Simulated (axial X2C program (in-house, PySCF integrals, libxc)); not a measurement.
Potential curves of AlS⁻, with spin–orbit coupling

All values were computed with an in-house relativistic program for diatomic molecules. Two-component (2c) means X2C with spin–orbit coupling and atomic mean-field two-electron Coulomb and Gaunt terms. Basis: S dyall-av3z [9s8p3d2f], Al dyall-av3z [9s9p3d2f] (cores contracted in-house); Gaussian nuclei, density fitting, unrestricted open shells. Masses: S 31.972 u, Al 26.982 u.

State: Ω = 0 (closed shell). Energies in eV from the fragments at the same level (S- + Al). Fits are polynomials in 1 − R0/R over 0.85 to 1.23 times the lowest point R0.

```csv
R (Å),HF,CCSD
1.8322,-2.4036,
1.9165,-2.9719,-4.0845
1.9796,-3.2106,-4.3366
2.0428,-3.3279,-4.4688
2.1060,-3.3505,-4.5076
2.1797,-3.2861,-4.4631
2.2534,-3.1492,-4.3471
2.3482,-2.8995,-4.1249
2.4640,-2.5241,
2.6325,-1.9133,
```

Correlated methods: 10 electrons correlated (number of frozen shells: S 2 s, 1 p; Al 2 s, 1 p), 200 virtual spin orbitals or spinors in MP2, 90 natural virtuals in coupled cluster.

The state is a single determinant with fixed occupations, the lowest that a limited PBE0 search found. The closed shell is kept restricted, so the energy runs too high when the bond is stretched far. Dissociation energies refer to the lowest single-determinant-based atoms at the same level and basis. CCSD ran in a truncated set of natural virtual spinors with an MP2 remainder; without triples it tends to underbind. Hartree–Fock gets electron affinities wrong, so its lowest charge split need not be the true one. Coupled cluster ran on the points near the minimum only. MP2 and coupled cluster on one determinant become unreliable at the stretched end.

Problem. Fit the HF curve near its minimum: give the equilibrium distance, the harmonic wavenumber and the well depth.

Solution. At HF, 2c: Re = 2.092 Å, ωe ≈ 599 cm⁻¹, De = 3.35 eV to S- + Al; Be follows as 0.263 cm⁻¹.

Problem. What are Re, ωe and De at the CCSD level?

Solution. At CCSD, 2c: Re = 2.106 Å, ωe ≈ 578 cm⁻¹, De = 4.51 eV to S- + Al; Be follows as 0.26 cm⁻¹.
